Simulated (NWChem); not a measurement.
Species: chlorine (Cl₂); SMILES ClCl

Computed with NWChem. Medium grid unless said otherwise, to which SCAN and Minnesota functionals are sensitive. Structure relaxed at the B3LYP/6-31G* (spherical d) level. B3LYP is NWChem's, with the RPA form of VWN correlation. Total energies of different functionals are on different scales.

```
level                                 energy (Ha)  highest occupied level (eV)  orbital gap (eV)
------------------------------------  -----------  ---------------------------  ----------------
B3LYP/def2-SVP                          -920.0934                        -8.24              4.76
PBE/def2-SVP                            -919.6906                        -7.07              2.71
revPBE/def2-SVP                         -919.8985                        -7.07              2.75
M06-2X/def2-SVP                         -920.0372                       -10.02              7.87
PW6B95/def2-SVP                         -920.7744                        -8.67              5.47
LDA (Slater exchange, VWN5)/def2-SVP    -917.0956                        -7.12              2.61
CAM-B3LYP/def2-SVP                      -920.0885                        -9.93              7.95
PBE0/def2-SVP                           -919.7620                        -8.63              5.27
KT2/def2-SVP                            -926.8381                        -7.19              2.76
M06-L/def2-SVP                          -920.0686                        -7.55              3.05
```
